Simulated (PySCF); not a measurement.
Exact simulation of a proton spin system

Molecule: `N#CCF`, C₂H₂FN.

Cartesian coordinates in Å; atom numbers follow the order of the lines, from 1:
```xyz
6

N     2.1021    0.3444   -0.1601
C     0.9733    0.1512   -0.0788
C    -0.4563   -0.1316    0.0257
F    -1.1773    1.0297    0.0899
H    -0.6424   -0.7197    0.9286
H    -0.7760   -0.7035   -0.8498
```

- GIAO B97-2/pcSseg-2 shieldings
- J couplings at B3LYP/pcJ-2
- PBE0-D3(BJ)/def2-TZVP geometry
- program: PySCF
- one computed conformer, non-relativistic, gas phase, averaged over atoms made equivalent by symmetry, fast rotation or ring inversion

Chemical shifts δ = σref − σ; 1H (σ = 31.64 ppm) against TMS, all at this level.

Shifts (ppm): F4 -253.1, H5/H6 4.90.
Couplings (Hz): F4–H5, F4–H6: 54.2; H5–H6: -16.4.

The 3-spin Hamiltonian (Zeeman plus full scalar coupling among like nuclei) was diagonalised exactly; lines are Lorentzian, 0.7 Hz wide, and the maxima above 3 % are listed with the tallest set to 100.

Question: Give the 1H peak list of this spin system at 300 MHz.

Answer: 
| Hz | ppm | height |
| --- | --- | --- |
| 1497.1 | 4.990 | 100 |
| 1442.9 | 4.810 | 100 |

Question: And at 500 MHz?

Answer: 
```tsv
Hz	ppm	height
2477.1	4.954	100
2422.9	4.846	100
```
